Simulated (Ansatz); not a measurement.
Consider BP in the zinc blende structure (space group F-43m, No. 216; a = 4.5366 Å).

Method: r2SCAN (Ansatz, an electronic-structure program; PAW; 500 eV plane waves; scalar-relativistic without spin-orbit coupling).

It is then changed as follows: N takes the place of P on all its sites, then cell and atoms are relaxed.

Measured lattice parameter a: BP 4.525 Å (static lattice; corrected from measurement; as listed in Daniel Mejia-Rodriguez, S. B. Trickey, Phys. Rev. B (2018)); BN 3.593 Å (static lattice; corrected from measurement; as listed in Tamar Goldzak et al., The Journal of Chemical Physics (2022)).

How well does r2SCAN reproduce the measured shift?

With r2SCAN the lattice parameter a moves by -0.927 Å (4.537 → 3.610) against -0.932 Å measured.

No phonon test of stability was made.
